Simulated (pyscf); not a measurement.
Thermochemistry of product channels of propyne (HC≡C–CH₃) + water (H₂O) on the singlet surface, in kcal/mol, from CCSD(T)/def2-TZVPP + ΔMP2(QZVPP) energies (ideal gas, 1 atm, RRHO with modes under 100 cm⁻¹ raised to 100, one conformer, R ln 2 for rigid chiral ones). Optimised with ωB97X-D3(BJ)/def2-SVP in PySCF. MP2 and CC: frozen core, UHF for open shells. ΔMP2 is the change of the MP2 total energy from the triple- to the quadruple-zeta basis.

| products | ΔE | ΔH(298 K) | ΔG(298 K) | ΔG(900 K) |
|---|---|---|---|---|
| H₃C–CH=CH–OH | -25.7 | -22.5 | -12.1 | +9.3 |
| H₂C=C(CH₃)–OH | -30.0 | -27.0 | -16.5 | +5.1 |

The channel to H₃C–CH=CH–OH turns unfavourable between 298 and 1200 K (ΔG from -12.1 kcal/mol to +19.8 kcal/mol). The channel to H₂C=C(CH₃)–OH turns unfavourable between 298 and 1200 K (ΔG from -16.5 kcal/mol to +15.6 kcal/mol).

These are energies of the channels, which say nothing of barriers. The CCSD(T) − MP2 part came from Ansatz, without density fitting, on the same reference.
